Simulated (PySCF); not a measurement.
Isomers of C5H8O and their computed core-level spectra.

Method used: delta-SCF UKS SCAN, pcX-2 on the ionised atom, pcseg-1 elsewhere, spin-free X2C in PySCF. Geometries: GFN2-xTB; isolated species, one conformer each.

Line lists (1s up to Mg, 2p3/2 beyond; areas count atoms within a level, one atom standing for each set equivalent by bonding):
1. C 1s: 290.27 (area 1), 290.81 (area 1), 290.89 (area 1), 291.07 (area 1), 293.06 (area 1) eV; O 1s: 537.14 eV
2. C 1s: 289.75 (area 1), 290.69 (area 1), 290.74 (area 1), 291.53 (area 1), 292.16 (area 1) eV; O 1s: 538.66 eV
3. C 1s: 290.10 (area 1), 290.32 (area 1), 290.52 (area 1), 290.68 (area 1), 292.08 (area 1) eV; O 1s: 538.61 eV

Structures:
A. `C/C=C1\C[C@H]1O`
B. `C=C(C)C(C)=O`
C. `C1=COCCC1`

Match each list to its structure.

- 1 = B: another candidate has the same counts of sites, so positions decide. C 1s: 290.27 terminal =CH2 carbon, 290.81 fully substituted alkene carbon, 290.89 methyl carbon next to a carbonyl, 291.07 allylic carbon, 293.06 ketone carbonyl carbon; O 1s: 537.14 ketone oxygen.
- 2 = C: another candidate has the same counts of sites, so positions decide. C 1s: 289.75 alkene CH carbon, 290.69 allylic carbon, 290.74 ring CH2 carbon, 291.53 vinylic carbon bearing oxygen, 292.16 sp3 carbon bound to oxygen; O 1s: 538.66 cyclic ether oxygen.
- 3 = A: another candidate has the same counts of sites, so positions decide. C 1s: 290.10 fully substituted alkene carbon, 290.32 alkene CH carbon, 290.52 allylic carbon, 290.68 allylic carbon, 292.08 carbinol carbon (C–OH); O 1s: 538.61 alcohol oxygen.
